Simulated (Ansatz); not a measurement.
# CH3NSi: up Jacob's ladder to CCSD(T)

One table from this session's results is given with a row withheld; the runs are named, their logs left out.

Method: functionals in def2-TZVPP, the program's frozen cores in correlated methods; program: Ansatz 0.2.0, Gaussian basis.

Levels to be run: LDA (SPW92), PBE-D4, revPBE-D4, BLYP-D4, r2SCAN-D4, B97M-V, PBE0-D4, B3LYP-D4, r2SCANh-D4, r2SCAN0-D4, HSE06-D4, BHLYP-D4, CAM-B3LYP-D4, LC-ωPBE, ωB97X-V, ωB97M-V, B2PLYP, PBE-QIDH; CCSD(T)/def2-SVP; CCSD(T)/def2-TZVPP; CCSD(T)/def2-QZVPP; extrapolation to the limit; RPA on PBE.

**The geometry**

An earlier PBE0-D4 in a triple-zeta def2 set relaxation fixed the geometry.

SMILES `N#C[SiH3]`, 6 atoms, charge 0, spin multiplicity 1.

Atoms are counted from 1 here; the program's logs count them from 0.

Bond lengths: N1–C2 1.152 Å, C2–Si3 1.848 Å, Si3–H4 1.479 Å, Si3–H5 1.479 Å, Si3–H6 1.479 Å. Angles: N1–C2–Si3 179.9°, C2–Si3–H4 107.5°, C2–Si3–H5 107.5°, C2–Si3–H6 107.5°, H4–Si3–H5 111.4°, H4–Si3–H6 111.4°, H5–Si3–H6 111.4°.

Set-up of the first run:

Input file in.yaml:

```yaml
crystal:
  periodic: [false, false, false]
  atoms:
    - {symbol: N, position_ang: [1.096306, -1.885168, 1.054185]}
    - {symbol: C, position_ang: [0.575969, -0.990760, 0.548729]}
    - {symbol: Si, position_ang: [-0.257320, 0.444212, -0.265378]}
    - {symbol: H, position_ang: [-1.415128, -0.083350, -1.019168]}
    - {symbol: H, position_ang: [0.729295, 1.077901, -1.166582]}
    - {symbol: H, position_ang: [-0.687021, 1.373165, 0.802013]}
basis:
  gaussian: {orbitals: def2-TZVPP}
hamiltonian: {xc: lda}
output: {orbitals: {seedname: orbitals}}
```

On the command line:

```
ansatz run in.yaml --threads 4 --pin off --events-out ev --progress --plain --max-ram 10444MiB
```

Steps of the session up to this table: LDA; PBE-D4 (GGA); revPBE-D4 (GGA); BLYP-D4 (GGA); r2SCAN-D4 (meta-GGA); B97M-V (meta-GGA); B3LYP-D4 (hybrid); r2SCANh-D4 (hybrid); r2SCAN0-D4 (hybrid); HSE06-D4 (hybrid); BHLYP-D4 (hybrid); CAM-B3LYP-D4 (range-separated); LC-ωPBE (range-separated); ωB97X-V (range-separated); ωB97M-V (range-separated); B2PLYP (double hybrid); PBE-QIDH (double hybrid).

One of the session's tables, all rows but one given; the rest of the session is left out.

It belongs to the step «Frontier levels by functional». 

| functional | HOMO (eV) | gap (eV) |
| --- | --- | --- |
| LDA (SPW92) | -8.67 | 6.85 |
| PBE-D4 | -8.53 | 6.92 |
| revPBE-D4 | -8.47 | 6.94 |
| BLYP-D4 | -8.38 | 6.91 |
| r2SCAN-D4 | -8.83 | 7.44 |
| B97M-V | -8.84 | 7.41 |
| PBE0-D4 | -9.86 | 9.24 |
| B3LYP-D4 | -9.61 | 8.77 |
| r2SCANh-D4 | -9.32 | 8.30 |
| r2SCAN0-D4 | -10.06 | 9.58 |
| HSE06-D4 | ? | ? |
| BHLYP-D4 | -11.06 | 11.51 |
| CAM-B3LYP-D4 | -11.27 | 11.81 |
| LC-ωPBE | -12.74 | 14.44 |
| ωB97X-V | -12.30 | 13.92 |
| ωB97M-V | -12.15 | 13.59 |

Estimate the missing values for HSE06-D4.

The run gave: HOMO (eV): -9.45; gap (eV): 8.45. In the column «HOMO (eV)» it lies between B3LYP-D4 (-9.61) and r2SCANh-D4 (-9.32).
